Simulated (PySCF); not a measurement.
CH2S.
SMILES with atom numbers: `[CH2:1]=[S:2]` (hydrogens: H3, H4 on C1)

The calculation used TDDFT CAM-B3LYP/def2-SVPD, vertical, gas phase, core orbitals frozen in the response (PySCF 2.14.0, density-fitted response routines). Isolated species at its GFN2-xTB geometry, gas phase.

Q: Predict the UV-vis stick spectrum at this level.

A: 

```tsv
state	E (eV)	E (kJ/mol)	λ (nm)	f	symmetry	main configurations (H = HOMO, L = LUMO)
S1	2.21	213	560.9	0.0000	–	H→L (100%)
S2	6.27	605	197.8	0.020	B1 or B2	H→L+1 (94%)
S3	6.41	618	193.5	0.207	A1	H-1→L (93%)
S4	6.78	654	182.8	0.066	B1 or B2	H→L+2 (95%)
S5	6.82	658	181.9	0.0036	B1 or B2	H-2→L (97%)
S6	7.31	705	169.6	0.049	A1	H→L+3 (98%)
S7	7.46	720	166.2	0.0000	–	H→L+4 (100%)
S8	8.29	800	149.5	0.039	B1 or B2	H→L+5 (85%), H→L+6 (8%)
```

Triplets, Tamm–Dancoff:

```csv
state,E (eV),λ (nm),"main configurations (H = HOMO, L = LUMO)"
T1,1.67,743.8,H→L (99%)
T2,3.26,380.3,H-1→L (98%)
T3,5.79,214.0,H-2→L (98%)
```

The lowest singlet lies at 2.21 eV (561 nm, visible) and is dark (f under 0.0005); its leading configuration is HOMO→LUMO (100%). The most intense listed level is S3 at 6.41 eV (193 nm, f = 0.207), 4.20 eV above S1. S1 has the pattern of n→π* at C=S. Weighted by f, the mean energy of these states is 6.78 eV. Orbital energies (eV): HOMO-3 -14.82, HOMO-2 -12.73, HOMO-1 -10.57, HOMO -8.11, LUMO -1.44, LUMO+1 1.36, LUMO+2 1.95. Of the 8 states listed, 5 reach f = 0.01 and 2 stay under 0.0005. S1 lies in the visible range (380 to 750 nm), at 561 nm, dark in the vertical dipole picture (f under 0.0005); light of that wavelength is green to yellow-green, and its complementary colour is purple to violet; a Tamm–Dancoff triplet lies at 744 nm, without intensity as long as spin–orbit coupling is left out. Symmetry labels in C2v follow from the direction of the transition dipole and are given only for states with f of 0.002 or more; B1 and B2 swap with the choice of axes. Only the lowest 8 singlets were computed, as vertical energies without vibronic structure.

Time: 1.6 s of wall time. Hardware: Arm Neoverse V2, one thread, shared host.
